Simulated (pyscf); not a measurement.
PySCF, gas phase, ωB97X-D3(BJ)/def2-SVP geometries.

SMILES: [F][NbH]([F])([F])[F]
```xyz
6

F      1.0558     1.8117    -0.1282
Nb     0.0357     0.2939     0.0468
F     -0.6278     0.7874     1.7154
F     -1.6286     0.0340    -0.6857
F      0.9272    -0.5979    -1.3224
H      0.6950    -1.0036     0.9713
```
Charge 0, spin multiplicity 1.

Problem. What is the homolytic dissociation enthalpy (298 K, ωB97M-D3(BJ)/def2-TZVP) of the H–Nb bond of `[F][NbH]([F])([F])[F]`, to [F–Nb(F)(F)–F]• + H•?

Solution. H–Nb to [F–Nb(F)(F)–F]• + H•: 53.7 kcal/mol. The 7 functionals that were run give +51.4 (M06-2X) to +58.0 kcal/mol (r²SCAN). The radicals are drawn with the spin at the cut bond; how far it spreads was not checked. Open-shell species with a d-block atom are single-reference here; other states, and whether the spin sits on metal or ligand, were not checked. Elements past Kr carry the def2 core potentials, without spin-orbit coupling.
